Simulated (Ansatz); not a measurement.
This was printed by a script on Ansatz's Python interface, for harmonic frequencies at the relaxed geometry of C₃H₅NO, SMILES COC1C=N1. What did the script look like? Settings (for the species named): PBE0, def2-SVP basis, multiplicity 1.

```xyz
10

C    -1.4969   -0.1739    0.2763
O    -0.4672    0.1112   -0.6406
C     0.7473    0.1787    0.0655
C     1.8174    0.1771   -0.7587
N     1.4601   -0.9661   -0.0279
H    -1.6134    0.6502    1.0154
H    -1.3176   -1.1415    0.7975
H    -2.4521   -0.2638   -0.2807
H     0.8519    0.7473    1.0161
H     2.4704    0.6808   -1.4629
```

`python freq_c3h5no.py` gives:
```text
final positions (A) and the move of each atom
C    -1.52799   -0.21211    0.29451    0.0525
O    -0.53256    0.30025   -0.55348    0.2182
C     0.70252    0.37012    0.03166    0.1995
C     1.86849    0.10710   -0.75498    0.0867
N     1.57757   -0.85304    0.00452    0.1662
H    -1.63141    0.39284    1.21535    0.3264
H    -1.31746   -1.25640    0.58593    0.2408
H    -2.47924   -0.17916   -0.25328    0.0930
H     0.73595    0.97186    0.95422    0.2602
H     2.60404    0.35854   -1.52446    0.3543
frequencies (1/cm): 92 180 285 500 543 807 827 1005 1044 1057 1175 1181 1245 1349 1424 1462 1475 1489 1780 3014 3095 3105 3172 3233
imaginary modes: 0  zero-point energy: 2.1411 eV
T (K)   F_vib (eV)   S_vib (meV/K)   C_vib (meV/K)
 200.0      2.1196        0.2565          0.3099
 300.0      2.0861        0.4157          0.4942
 400.0      2.0361        0.5855          0.6950
 500.0      1.9688        0.7608          0.8788
 600.0      1.8840        0.9352          1.0350
```

The script that was run (others could print the same):

`freq_c3h5no.py`:
```python
import ansatz as az
from ase import Atoms
import numpy as np


def main() -> None:
    atoms = Atoms(["C", "O", "C", "C", "N", "H", "H", "H", "H", "H"], positions=[
        [-1.4969, -0.1739, 0.2763],
        [-0.4672, 0.1112, -0.6406],
        [0.7473, 0.1787, 0.0655],
        [1.8174, 0.1771, -0.7587],
        [1.4601, -0.9661, -0.0279],
        [-1.6134, 0.6502, 1.0154],
        [-1.3176, -1.1415, 0.7975],
        [-2.4521, -0.2638, -0.2807],
        [0.8519, 0.7473, 1.0161],
        [2.4704, 0.6808, -1.4629],
    ])
    geometry = az.Crystal.molecule_from_ase(atoms)

    calculation = (
        geometry.calculation()
        .basis(gaussian="def2-SVP")
        .functional("pbe0")
    )
    symbols = [site.symbol for site in geometry.cartesian_sites]
    start = np.array([site.position_ang for site in geometry.cartesian_sites], dtype=float)
    report = calculation.relax(force_tolerance=0.003, max_steps=100).run().report
    end = np.array(report["positions_ang"])

    print("final positions (A) and the move of each atom")
    for symbol, xyz, old in zip(symbols, end, start):
        print(f"{symbol:2s} {xyz[0]:10.5f} {xyz[1]:10.5f} {xyz[2]:10.5f}   {np.linalg.norm(xyz - old):7.4f}")

    minimum = az.Crystal.molecule()
    for symbol, xyz in zip(symbols, end):
        minimum = minimum.atom(symbol, xyz.tolist())
    vibrating = (
        minimum.calculation()
        .basis(gaussian="def2-SVP")
        .functional("pbe0")
        .phonons(temperatures=(200, 600, 100))
    )
    vib = vibrating.run().report["vibrations"]
    sums = vib["harmonic_sums"]
    modes = [m["omega_inv_cm"] for m in sums["modes_at_gamma"] if m["rigid_motion"] == "no"]
    print("frequencies (1/cm):", " ".join(f"{w:.0f}" for w in modes))
    print("imaginary modes:", sum(w < 0 for w in modes), " zero-point energy:", round(sums["zero_point_energy_ev"], 4), "eV")
    print("T (K)   F_vib (eV)   S_vib (meV/K)   C_vib (meV/K)")
    for row in zip(sums["temperatures_k"], sums["vibrational_free_energy_ev"], vib["entropy_ev_per_k"], vib["heat_capacity_ev_per_k"]):
        print(f"{row[0]:6.1f} {row[1]:11.4f} {1000 * row[2]:13.4f} {1000 * row[3]:15.4f}")


if __name__ == "__main__":
    main()
```

The frequencies are harmonic and unscaled, in a modest basis. The result belongs to the one conformer reached from this start, and soft torsions count as harmonic oscillators. Wall time of the script: 3.5 min on 1 thread of Arm Neoverse V1, with other jobs on the host, peak memory 0.27 GiB.

(Lines on the test bed's own set-up are left out of the output.)
